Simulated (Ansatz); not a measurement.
# BNH3 (doublet): wave-function methods side by side, cc-pVTZ

One table from this session's results is given with a row withheld; the runs are named, their logs left out.

Method: cc-pVTZ, core rule «outside noble gas», up to 2 orbitals frozen; program: Ansatz 0.2.0, Gaussian basis.

The runs, in order: UHF; CCSD(T) on ROHF; CCSD(T) on UHF; BCCD(T) on ROHF; CCSDT(Q) on ROHF; CCSDT(Q) on UHF; CASSCF and NEVPT2, 11 electrons in 11 orbitals.

5 further runs of the same task are left out: 5 set aside as unsound or not needed.

**The geometry**

The geometry is a PBE0/def2-TZVP stationary point (not a proven minimum).

5 atoms, charge 0, spin multiplicity 2.

Atoms are counted from 1 here; the program's logs count them from 0.

Bond lengths: B1–N2 1.329 Å, B1–H3 1.210 Å, B1–H4 1.203 Å, N2–H5 0.999 Å. Angles: N2–B1–H3 118.6°, N2–B1–H4 121.4°, H3–B1–H4 120.0°, B1–N2–H5 163.5°.

The first run:

Contents of in.yaml:

```yaml
crystal:
  periodic: [false, false, false]
  atoms:
    - {symbol: B, position_ang: [0.000000, 0.024631, 0.707241]}
    - {symbol: N, position_ang: [0.000000, -0.043245, -0.619792]}
    - {symbol: H, position_ang: [0.000000, 1.115161, 1.232352]}
    - {symbol: H, position_ang: [0.000000, -0.969115, 1.385961]}
    - {symbol: H, position_ang: [0.000000, 0.190722, -1.591212]}
basis:
  gaussian: {orbitals: cc-pVTZ}
magnetization: {spin_polarized: true, initial_magnetization: 1}
hamiltonian: {xc: hf}
output: {orbitals: {seedname: orbitals}}
```

Started as:

```
ansatz run in.yaml --threads 1 --pin off --events-out ev --progress --plain --max-ram 2816MiB --backend cpu
```

Among the steps run: UHF; CCSD(T) on ROHF; CCSD(T) on UHF; BCCD(T) on ROHF; CCSDT(Q) on ROHF; CCSDT(Q) on UHF; CASSCF and NEVPT2, 11 electrons in 11 orbitals.

One table of the session follows, with a row left open; its other results are not shown here.

| method | from UCCSDT(Q) (meV) |
| --- | --- |
| ROHF | +9024.7 |
| UHF | +8852.8 |
| RMP2 | +1173.1 |
| UMP2 | +1176.4 |
| RCCSD | +363.8 |
| UCCSD | +360.0 |
| RCCSD(T) | +46.1 |
| UCCSD(T) | +46.8 |
| BCCD(T) | +41.8 |
| RCCSDT | +16.4 |
| UCCSDT | +15.6 |
| RCCSDT(Q) | ? |
| UCCSDT(Q) | 0 |
| CASSCF valence | +5868.6 |
| NEVPT2 valence | +1203.1 |

**Question.** Estimate the row for RCCSDT(Q).

The run gave: from UCCSDT(Q) (meV): +2.8. In the column «from UCCSDT(Q) (meV)» it lies between UCCSDT(Q) (0) and UCCSDT (+15.6).

Among the levels timed on like hardware and quicker than the yardstick, those that no quicker one beats, quickest first: UCCSD(T) (2.7 s, +46.8 meV); BCCD(T) (3.1 s, +41.8 meV).

With the free atoms at the same levels and basis (separate runs), the atomisation energy is 15.917 eV at UCCSDT(Q), 15.896 eV at RCCSD(T), 15.891 eV at UCCSD(T), 12.010 eV at ROHF.

Limits of these values: Restricted and unrestricted rows rest on different reference determinants; where their highest levels disagree by more than a few hundredths of an eV, they describe different states and don't form one ladder.
